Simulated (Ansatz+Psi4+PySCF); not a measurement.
A calculation with PySCF 2.14.0.

```python
from pyscf import gto, scf, mp

mol = gto.M(atom="""
Li 0.000000 0.000000 0.492000
H 0.000000 0.000000 -1.476000
""", basis={'H': 'cc-pvtz', 'Li': 'cc-pcvtz'}, charge=0, spin=0)
mf = scf.RHF(mol)
mf.kernel()
pt = mp.MP2(mf, frozen=None).run()
print(mf.e_tot, pt.e_corr, pt.e_tot)
```

The script is written out from the run's settings.

Results

```
Converged                       : yes
Reference energy                : -7.97598 hartree
Correlation energy              : -0.06424 hartree
Total energy                    : -8.04022 hartree
Spin squared of the determinant : 0.000
```
